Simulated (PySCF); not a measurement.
Compound: 3-chlorothiophene, C4H3ClS.
Structure used (PBE0-D3(BJ)/def2-TZVP), in Å, numbered top down from 1:
```xyz
9
C4H3ClS angstrom
Cl     1.9801   -0.8271    1.4872
C      0.7458   -0.1656    0.4932
C     -0.4196   -0.8872    0.1342
C     -1.2414   -0.1443   -0.6574
S     -0.6010    1.4075   -0.9575
C      0.7898    1.0944   -0.0241
H     -0.6211   -1.8996    0.4538
H     -2.1916   -0.4315   -1.0804
H      1.5626    1.8352    0.1027
```

NICS is the negative of the GIAO shielding at a point without a nucleus: at the ring centre (0) and 1 Å above and below it (1); zz is the component along the ring normal. Level: GIAO B97-2/pcSseg-2 (PySCF, non-relativistic, gas phase) on the PBE0-D3(BJ)/def2-TZVP geometry, one conformer.

Ring bond lengths (Å): C2–C3 1.417, C3–C4 1.362, C4–S5 1.705, S5–C6 1.704, C6–C2 1.363.

Problem. Give the NICS values of each ring in ppm.

Solution. 
| ring | type | NICS(0) | NICS(1), two faces | NICS(1)zz, two faces | rms pucker (Å) | centre to ring atoms, mean (Å) |
| --- | --- | --- | --- | --- | --- | --- |
| C2–C3–C4–S5–C6 | 5-membered ring with S; formal bonds all aromatic | -13.4 | -9.7 / -9.7 | -26.9 / -26.9 | 0.00 | 1.28 |

Problem. What do they say, and how far can they be read as aromaticity?

Solution. 
- C2–C3–C4–S5–C6: mean NICS(1)zz -26.9 ppm, shielded. The ring is flat and has no four-coordinate atom; by the NICS criterion it is aromatic.

Problem. How equal are the bonds by HOMA? HOMA takes Krygowski's 1993 parameters.

Solution. 
- C2–C3–C4–S5–C6: HOMA 0.86; the largest term is that of C2–C3, α(R − Ropt)² = 0.22. The geometric and the magnetic index point the same way.

Problem. At the first NICS(1) probe listed for ring C2–C3–C4–S5–C6, 1 Å off the ring, how large is the induced field along the normal in 9.4 T applied along it?

Solution. NICSzz × B0 = -26.9 ppm × 9.4 T = -253 μT, against the applied field.

Problem. List the ring angles.

Solution. 
- C2–C3–C4–S5–C6: C2 113.7°, C3 111.5°, C4 111.8°, S5 92.5°, C6 110.6°; sum 540.0° against 540° for a flat convex ring.

Problem. How do the values depend on the level or the medium?

Solution. 
```csv
level,"NICS(0), C2–C3–C4–S5–C6","mean NICS(1)zz, C2–C3–C4–S5–C6"
"B97-2/pcSseg-2, gas",-13.4,-26.9
"KT3/pcSseg-2, gas",-13.6,-26.6
"PBE0/pcSseg-2, gas",-13.3,-27.1
"wB97X-D/pcSseg-2, gas",-12.9,-26.8
"WP04/pcSseg-2, IEF-PCM chloroform",-13.3,-25.6
"wB97X-D/pcSseg-2, IEF-PCM chloroform",-12.8,-26.8
```

The geometry is the same throughout; the continuum's cavity takes Bondi-type radii × 1.2.
